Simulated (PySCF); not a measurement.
Run record: geometry optimisation, `[CrH]` [sextet].

Method: PBE0-D3(BJ)/def2-SVP geometry optimisation, gas phase (PySCF 2.14.0). Start geometry: GFN2-xTB. The input is one job of a driver script: a line of settings, then coordinates in Å.

Input:
```
{"job": {"xc": "PBE0", "basis": "def2-SVP", "d3": "d3bj", "grid": 1, "kind": "geom"}, "charge": 0, "multiplicity": 6}
Cr     0.769160    -0.006000    -0.005420
H     -0.763650     0.008540    -0.022880
```

Give the output.

```
step   0  E = -1044.65494773  max force = 0.030693
step   1  E = -1044.65827821  max force = 0.004801
step   2  E = -1044.65838606  max force = 0.001128
step   3  E = -1044.65839268  max force = 0.000058
optimisation converged
```

Energies in Eh; «max force» is the largest Cartesian gradient component in Eh/bohr.

Give the first gradient maximum in eV/Å.

With 1 Eh/bohr = 51.422 eV/Å, 1.578 eV/Å.

How much energy does the optimisation release, in kcal/mol?

E(step 0) − E(last step) = 0.003445 Eh, which is 2.2 kcal/mol.

Main results: final energy -1044.65839 Eh after 3 steps; dipole 3.32 D.

The run took 1.8 s wall on one thread, x86-64 server, no GPU (shared host).
Labels such as C1 count atoms from 1, the log's own numbers from 0.
